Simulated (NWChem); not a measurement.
Everything below was run with NWChem. System: trifluoromethane (CHF₃), charge 0, spin multiplicity 1, at a geometry optimised with B3LYP/def2-SVP. Level: MP2/def2-TZVP, 4 core orbitals frozen.

Job file:

```
start mol
memory heap 200 mb stack 900 mb global 1100 mb
geometry units angstroms nocenter noautoz
  F     -0.634262    -0.078104     1.084545
  C      0.026316     0.333875     0.000000
  F     -0.634262    -0.078104    -1.084545
  F      1.238419    -0.225718     0.000000
  H      0.113042     1.434092     0.000000
  symmetry group Cs
end
basis spherical
  * library def2-tzvp
end
scf
  rhf
  nopen 0
  maxiter 100
  thresh 1e-7
  semidirect memsize 60000000 filesize 0
end
mp2
  freeze core 4
end
task mp2 energy
```

Output (cleaned and shortened):

```
             Northwest Computational Chemistry Package (NWChem) 7.3.0
             --------------------------------------------------------

                                NWChem Input Module
                                -------------------

 Scaling coordinates for geometry "geometry" by  1.889725989
 (inverse scale =  0.529177249)

 Turning off AUTOSYM since
 SYMMETRY directive was detected!

                             Geometry "geometry" -> ""
                             -------------------------

 Output coordinates in angstroms (scale by  1.889725989 to convert to a.u.)

  No.       Tag          Charge          X              Y              Z
 ---- ---------------- ---------- -------------- -------------- --------------
    1 F                    9.0000    -0.63426200    -0.07810400     1.08454500
    2 C                    6.0000     0.02631600     0.33387500     0.00000000
    3 F                    9.0000    -0.63426200    -0.07810400    -1.08454500
    4 F                    9.0000     1.23841900    -0.22571800     0.00000000
    5 H                    1.0000     0.11304200     1.43409200     0.00000000

 Effective nuclear repulsion energy (a.u.)     133.4975199286

            Nuclear Dipole moment (a.u.)
            ----------------------------
        X                 Y               Z
 ---------------- ---------------- ----------------
    -0.0000132281     0.0000151178     0.0000000000

      Symmetry information
      --------------------

 Group name             Cs
 Group number              2
 Group order               2
 No. of unique centers     4

      Symmetry unique atoms

     1    2    4    5


 Summary of "ao basis" -> "" (spherical)
 ------------------------------------------------------------------------------
       Tag                 Description            Shells   Functions and Types
 ---------------- ------------------------------  ------  ---------------------
 *                         def2-tzvp                  on all atoms

 Summary of "ao basis" -> "ao basis" (spherical)
 ------------------------------------------------------------------------------
       Tag                 Description            Shells   Functions and Types
 ---------------- ------------------------------  ------  ---------------------
 F                         def2-tzvp                11       31   5s3p2d1f
 C                         def2-tzvp                11       31   5s3p2d1f
 H                         def2-tzvp                 4        6   3s1p

                                 NWChem SCF Module
                                 -----------------

  ao basis        = "ao basis"
  functions       =   130
  atoms           =     5
  closed shells   =    17
  open shells     =     0
  charge          =   0.00
  wavefunction    = RHF
  use symmetry    = T
  symmetry adapt  = T

 Summary of "ao basis" -> "ao basis" (spherical)
 ------------------------------------------------------------------------------
       Tag                 Description            Shells   Functions and Types
 ---------------- ------------------------------  ------  ---------------------
 F                         def2-tzvp                11       31   5s3p2d1f
 C                         def2-tzvp                11       31   5s3p2d1f
 H                         def2-tzvp                 4        6   3s1p

      Symmetry analysis of basis
      --------------------------

        a'         78
        a"         52

 Forming initial guess at       0.1s

      Superposition of Atomic Density Guess
      -------------------------------------

 Sum of atomic energies:        -336.42537251

      Non-variational initial energy
      ------------------------------

 Total energy =    -337.491910
 1-e energy   =    -734.239554
 2-e energy   =     263.250124
 HOMO         =      -0.464045
 LUMO         =       0.169037

      Symmetry analysis of molecular orbitals - initial
      -------------------------------------------------

  Numbering of irreducible representations:

     1 a'          2 a"

  Orbital symmetries:

     1 a'          2 a"          3 a'          4 a'          5 a'
     6 a"          7 a'          8 a'          9 a'         10 a'
    11 a"         12 a"         13 a'         14 a"         15 a'
    16 a"         17 a'         18 a'         19 a'         20 a"
    21 a'         22 a'         23 a'         24 a'         25 a"
    26 a'         27 a"

 Starting SCF solution at       1.4s

 ----------------------------------------------
         Quadratically convergent ROHF

 Convergence threshold     :          1.000E-07
 Maximum no. of iterations :          100
 Final Fock-matrix accuracy:          1.000E-09
 ----------------------------------------------

              iter       energy          gnorm     gmax       time
             ----- ------------------- --------- --------- --------
                 1     -336.8091830421  1.54D+00  3.94D-01      1.5
                 2     -336.9167971714  3.19D-01  6.90D-02      1.8
                 3     -336.9244557376  2.38D-02  6.59D-03      2.2
                 4     -336.9245105354  1.48D-04  4.73D-05      2.9
                 5     -336.9245105376  7.02D-09  1.51D-09      4.0

       Final RHF  results
       ------------------

         Total SCF energy =   -336.924510537571
      One-electron energy =   -734.715109059077
      Two-electron energy =    264.293078592903
 Nuclear repulsion energy =    133.497519928602

        Time for solution =      2.6s

       Symmetry analysis of molecular orbitals - final
       -----------------------------------------------

  Numbering of irreducible representations:

     1 a'          2 a"

  Orbital symmetries:

     1 a"          2 a'          3 a'          4 a'          5 a'
     6 a"          7 a'          8 a'          9 a'         10 a"
    11 a'         12 a"         13 a'         14 a"         15 a'
    16 a"         17 a'         18 a'         19 a'         20 a"
    21 a'         22 a'         23 a'         24 a"         25 a'
    26 a'         27 a"

             Final eigenvalues
             -----------------

              1
    1  -26.3430
    2  -26.3430
    3  -26.3430
    4  -11.5087
    5   -1.7346
    6   -1.6406
    7   -1.6406
    8   -0.9895
    9   -0.8468
   10   -0.8273
   11   -0.8273
   12   -0.7137
   13   -0.7137
   14   -0.6713
   15   -0.6713
   16   -0.6551
   17   -0.5949
   18    0.1661
   19    0.2339
   20    0.2339
   21    0.2529
   22    0.3779
   23    0.4587
   24    0.4587
   25    0.4691
   26    0.5894
   27    0.6329

                       ROHF Final Molecular Orbital Analysis
                       -------------------------------------

 Vector   15  Occ=2.000000D+00  E=-6.712760D-01  Symmetry=a'
              MO Center=  2.4D-01, -1.1D-01, -7.1D-11, r^2= 2.0D+00
   Bfn.  Coefficient  Atom+Function         Bfn.  Coefficient  Atom+Function
  ----- ------------  ---------------      ----- ------------  ---------------
    99      0.289736  4 F  px               102      0.260476  4 F  px
     6      0.227037  1 F  px                68      0.227037  3 F  px
     9      0.202126  1 F  px                71      0.202126  3 F  px
   100      0.191591  4 F  py               103      0.167495  4 F  py

 Vector   16  Occ=2.000000D+00  E=-6.550602D-01  Symmetry=a"
              MO Center= -9.5D-03, -1.2D-01, -2.7D-16, r^2= 2.0D+00
   Bfn.  Coefficient  Atom+Function         Bfn.  Coefficient  Atom+Function
  ----- ------------  ---------------      ----- ------------  ---------------
   101      0.300106  4 F  pz               104      0.266132  4 F  pz
     6     -0.259089  1 F  px                68      0.259089  3 F  px
     9     -0.229759  1 F  px                71      0.229759  3 F  px
   107      0.157647  4 F  pz                 8     -0.150045  1 F  pz
    70     -0.150045  3 F  pz

 Vector   17  Occ=2.000000D+00  E=-5.949231D-01  Symmetry=a'
              MO Center=  3.3D-02,  4.2D-01, -2.7D-15, r^2= 1.8D+00
   Bfn.  Coefficient  Atom+Function         Bfn.  Coefficient  Atom+Function
  ----- ------------  ---------------      ----- ------------  ---------------
   126      0.253184  5 H  s                100     -0.224753  4 F  py
     7     -0.221276  1 F  py                69     -0.221276  3 F  py
    38      0.218454  2 C  py               103     -0.200464  4 F  py
    10     -0.196880  1 F  py                72     -0.196880  3 F  py
    41      0.157895  2 C  py               125      0.151711  5 H  s

 Vector   18  Occ=0.000000D+00  E= 1.660717D-01  Symmetry=a'
              MO Center=  1.6D-01,  2.1D+00,  3.0D-16, r^2= 2.5D+00
   Bfn.  Coefficient  Atom+Function         Bfn.  Coefficient  Atom+Function
  ----- ------------  ---------------      ----- ------------  ---------------
   127      3.139266  5 H  s                 36     -1.851362  2 C  s
    44     -1.091520  2 C  py               126     -0.522878  5 H  s
    38     -0.191992  2 C  py

 Vector   19  Occ=0.000000D+00  E= 2.339031D-01  Symmetry=a'
              MO Center= -1.9D-02,  7.4D-01,  1.5D-11, r^2= 4.6D+00
   Bfn.  Coefficient  Atom+Function         Bfn.  Coefficient  Atom+Function
  ----- ------------  ---------------      ----- ------------  ---------------
    43      1.954847  2 C  px                98     -1.523738  4 F  s
     5      0.761887  1 F  s                 67      0.761887  3 F  s
    40      0.470223  2 C  px               105      0.341707  4 F  px
    14     -0.320587  1 F  pz                76      0.320587  3 F  pz
   106     -0.287950  4 F  py                12     -0.181170  1 F  px

 Vector   20  Occ=0.000000D+00  E= 2.339033D-01  Symmetry=a"
              MO Center=  1.4D-01,  7.3D-01, -7.0D-12, r^2= 4.6D+00
   Bfn.  Coefficient  Atom+Function         Bfn.  Coefficient  Atom+Function
  ----- ------------  ---------------      ----- ------------  ---------------
    45      1.960912  2 C  pz                 5     -1.319611  1 F  s
    67      1.319611  3 F  s                 42      0.471684  2 C  pz
   107     -0.377077  4 F  pz                12     -0.337302  1 F  px
    74      0.337302  3 F  px                13     -0.199459  1 F  py
    75      0.199459  3 F  py                14      0.178191  1 F  pz

 center of mass
 --------------
 x =  -0.00383944 y =  -0.04870340 z =   0.00000000

 moments of inertia (a.u.)
 ------------------
         175.899525284156          11.296123592635           0.000000000000
          11.296123592635         318.315169722800           0.000000000000
           0.000000000000           0.000000000000         175.009579152154

  Mulliken analysis of the total density
  --------------------------------------

    Atom       Charge   Shell Charges
 -----------   ------   -------------------------------------------------------
    1 F    9     9.25   0.77  1.20  0.60  1.02  0.33  2.24  2.28  0.79  0.00  0.02  0.00
    2 C    6     5.36   0.85  1.13  0.51  0.52  0.01  1.07  0.87  0.05  0.08  0.23  0.04
    3 F    9     9.25   0.77  1.20  0.60  1.02  0.33  2.24  2.28  0.79  0.00  0.02  0.00
    4 F    9     9.25   0.77  1.20  0.60  1.02  0.33  2.24  2.28  0.79  0.00  0.02  0.00
    5 H    1     0.91   0.27  0.50  0.12  0.02

       Multipole analysis of the density wrt the origin
       ------------------------------------------------

     L   x y z        total         open         nuclear
     -   - - -        -----         ----         -------
     0   0 0 0     -0.000000      0.000000     34.000000

     1   1 0 0      0.055825      0.000000     -0.000013
     1   0 1 0      0.708322      0.000000      0.000015
     1   0 0 1     -0.000000      0.000000      0.000000

     2   2 0 0    -16.550137      0.000000     75.211105
     2   1 1 0      0.237033      0.000000     -5.032629
     2   1 0 1      0.000000      0.000000      0.000000
     2   0 2 0    -13.561740      0.000000     11.762360
     2   0 1 1      0.000000      0.000000      0.000000
     2   0 0 2    -16.568802      0.000000     75.607579

                   NWChem MP2 Semi-direct Energy/Gradient Module
                   ---------------------------------------------

  Basis functions       =    130
  Molecular orbitals    =    130
  Frozen core           =      4
  Frozen virtuals       =      0
  Active alpha occupied =     13
  Active beta occupied  =     13
  Active alpha virtual  =    113
  Active beta virtual   =    113
  Use MO symmetry       = T
  Use skeleton AO sym   = T

  AO/Fock/Back tols     =   1.0D-09  1.0D-09  1.0D-09

 GA uses MA = F    GA memory limited = T

 Available:
  local mem=  1.26D+08
 global mem=  1.44D+08
 local disk=  0.00D+00
  mp2_memr nvloc                   113
  nvloc new                   113
   1 passes of  13:        5242880                     107896                  41748852.
   1 passes of  13: M    126151889           G      144145400           F     120909009.

 Semi-direct pass number   1 of   1  for RHF alpha+beta  at        4.1s
  vrange nnbf                  8353
  mp2_eaftype                   159  avail_ma_in_mb                  1099
 EAF : mp2_eaftype filesize         159   20874426.
  mp2_eaf for mointskh                    159
Node 0 wrote     98.2 Mb in      0.0 s     Agg I/O rate:  2743.7 Mb/s
 Done moints_semi at        8.7s
  mp2_eaftype                   159  avail_ma_in_mb                   940
 EAF : mp2_eaftype filesize         159   20874426.
  mp2_eaf for kh                   159
 Done maket at        9.1s
 Done multipass loop at        9.1s

          -------------------------------------------
          SCF energy                -336.924510537571
          Correlation energy          -0.904383139886
          Singlet pairs               -0.549088599374
          Triplet pairs               -0.355294540512
          Total MP2 energy          -337.828893677457
          -------------------------------------------

          ---------------------------------------------------
                    Spin Component Scaled (SCS) MP2
          Same spin pairs                     -0.236863027008
          Same spin scaling factor             0.333333333333
          Opposite spin pairs                 -0.667520112878
          Opposite spin scaling fact.          1.200000000000
          SCS-MP2 correlation energy          -0.879978477790
          Total SCS-MP2 energy              -337.804489015361
          ---------------------------------------------------

 -----------------------
 Performance information
 -----------------------

 Timer overhead =  1.55D-07 seconds/call

               Nr. of calls         CPU time (s)                 Wall time (s)                GFlops
             ---------------    -------------------     ------------------------------   -------------------
Name         Min   Avg   Max    Min     Avg     Max     Min     Avg     Max   Mx/calls   Min     Max     Sum
mp2: moin     1     1     1    4.6     4.6     4.6      4.6     4.6     4.6     4.6      0.0     0.0     0.0
mp2: make     1     1     1   0.40    0.40    0.40     0.40    0.40    0.40    0.40      0.0     0.0     0.0
mp2: tota     1     1     1    5.1     5.1     5.1      5.1     5.1     5.1     5.1      0.0     0.0     0.0

 The average no. of pstat calls per process was 3.00D+00
 with a timing overhead of 4.65D-07s

 Task  times  cpu:        9.1s     wall:        9.1s

 Total times  cpu:        9.1s     wall:        9.1s
```
